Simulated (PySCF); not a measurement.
## A search over the determinants of LiB

Unrestricted PBE0; PySCF, no relativity, basis sets Li cc-pVTZ, B cc-pVTZ. Outer shells of the fragments: Li 2s1; B 2s2 2p1.

Followed along the bond (rough minima from three points):

```tsv
2Ms+1	unpaired	⟨S²⟩ at the start	R at minimum (Å)	Te (eV)
3	σ ↑, π ↑	2.00	2.14	0.00
1	σ ↑, π ↓	1.01	2.15	0.28
3	π ↑↑	2.01	1.95	0.49
1	none	0.09	2.42	0.56
1	π ↑↓	1.01	1.96	0.69
```

Solutions found at the starting distance of 2.100 Å, counted from the lowest of them; the search is not exhaustive and high or unbound solutions are not listed, so other states can lie among these:

```tsv
2Ms+1	unpaired	term	E (eV)	⟨S²⟩	⟨Lz²⟩	μ (D)
3	σ ↑, π ↑	³Π	0.00	2.00	1.01	-5.64
1	σ ↑, π ↓	mixed	0.28	1.01	1.01	-5.79
3	π ↑↑	³Σ⁻	0.54	2.01	0.00	-5.43
1	π ↑↓	mixed	0.74	1.01	2.02	-5.29
1	none	¹Σ⁺	0.76	0.09	0.00	-4.19
1	none	mixed	1.60	0.00	2.00	-4.63
```

A term symbol is given only where ⟨S²⟩ and ⟨Lz²⟩ are close to those of a pure state; real π, δ and φ orbitals otherwise mix terms. A positive dipole means Li(−)B(+).
